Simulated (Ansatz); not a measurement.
**Zinc-blende CuI, LO(Γ) frequency**

Reference value: 149 cm⁻¹ (measured, 9 K, zero-point motion not removed, Raman; as tabulated in arXiv:2305.18931).

### Question
What do LDA, PBE, r²SCAN give, and how far is each from the reference?

### Answer

```csv
level (code),value (cm⁻¹),cell (Å³/atom),difference (%)
LDA (Ansatz),165,25.18,+10.7
PBE (Ansatz),138,28.08,-7.4
r²SCAN (Ansatz),144,27.31,-3.4
```

Of the ranked levels r²SCAN (-3.4 %) comes nearest. Once the reference is moved by up to 2.0 % (a margin picked here for doubts on the reference and the settings, and for temperature and zero-point motion) and values within 0.7 % count as equal, the farthest can be LDA (+10.7 %) or PBE (-7.4 %).

The reference isn't brought to a static lattice, while the calculations are for one, so the differences are not the levels' errors alone.  Each level is taken at its own relaxed cell. Cutoffs differ between the levels. Ansatz's density-functional and Hartree–Fock values are scalar-relativistic unless marked +SOC, with PAW data made under PBE.

Differences are worked out from the printed values.

Ansatz is a quantum-chemistry and plane-wave program.
